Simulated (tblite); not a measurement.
C5H5O (doublet state).
Atom-mapped SMILES: `[CH:1]#[C:2]/[C:3]([CH3:4])=[CH:5]\[O:6]` (hydrogens: H7 on C1; H8, H9, H10 on C4; H11 on C5)

Computed geometry: GFN2-xTB, gas phase. This method treats the open shell by occupation alone, without spin polarisation.

Q: Give the optimised bond lengths and angles.

A: 
| bond | length (bohr) |
| --- | --- |
| C1≡C2 | 2.289 |
| C2–C3 | 2.611 |
| C3–C4 | 2.808 |
| C3=C5 | 2.715 |
| C5–O6 | 2.302 |
| C1–H7 | 1.983 |
| C4–H8, C4–H9, C4–H10 | 2.060 |
| C5–H11 | 2.095 |

Bonds in one row agree within 0.02 bohr and their mean is given. A selection of angles:
| angle | degrees |
| --- | --- |
| C2–C1–H7 | 179.7 |
| C1–C2–C3 | 178.9 |
| C2–C3–C4 | 119.4 |
| C2–C3–C5 | 119.5 |
| C4–C3–C5 | 121.1 |
| C3–C4–H8 | 110.4 |
| C3–C4–H10 | 110.8 |
| H8–C4–H9 | 106.8 |
| H8–C4–H10 | 109.2 |
| C3–C5–O6 | 126.1 |
| C3–C5–H11 | 113.4 |
| O6–C5–H11 | 120.5 |

Dihedral angles: C2–C3–C5–O6 0° (synperiplanar).

The 6 heavy atoms lie in one plane (0.000 Å rms). Of the pairs four or more bonds apart, H10···H11 is among the closest relative to their van der Waals radii: 2.27 Å, 94 % of the sum of Bondi's values. C3 (carbon bonded to 3 C) is planar (angles 121.1°, 119.5° and 119.4°, sum 360.0°, 0.00 Å off the plane of its three neighbours). The C–C distances run from 1.211 Å (C1≡C2, drawn triple in a drawing that doesn't fit all lengths) to 1.486 Å (C3–C4, drawn single in a drawing that doesn't fit all lengths), a spread of 0.275 Å. C5 (carbon bonded to C, O and H) is planar (angles 126.1°, 120.5° and 113.4°, sum 360.0°, 0.00 Å off the plane of its three neighbours).

Point group: Cs (tolerance 0.08 Å). Its lowest GFN2-xTB frequency is 6i cm⁻¹, too small to tell a flat minimum from a shallow saddle. 2 starts were optimised and ended at 0.00 and 0.02 kcal/mol (GFN2-xTB); the lowest of these is shown.

Hardware: Arm Neoverse V2, one thread, no GPU, shared host. Cost: 0.1 s of wall time. These figures are those of the optimisation.
